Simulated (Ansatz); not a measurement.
H2P (SMILES [PH2]) moved off its minimum; all values from Ansatz (a first-principles code), cores frozen in correlated methods. Open shells are unrestricted.
(charge 0, multiplicity 2)
```xyz
3

P     -0.06273     0.02270    -0.04089
H     -0.96289    -0.67411    -0.00499
H      0.98810    -0.98397    -0.08530
```

Task: Give the forces (eV/Å), the total energy and the dipole at CCSD(T)/aug-cc-pV(T+d)Z.

Result: 
```json
[
 {"atom": "P1", "Fx": "10.007", "Fy": "7.382", "Fz": "-0.400"},
 {"atom": "H2", "Fx": "-9.249", "Fy": "-7.670", "Fz": "0.368"},
 {"atom": "H3", "Fx": "-0.757", "Fy": "0.288", "Fz": "0.031"}
]
```
Energy -342.0115 hartree, dipole 0.82 D.
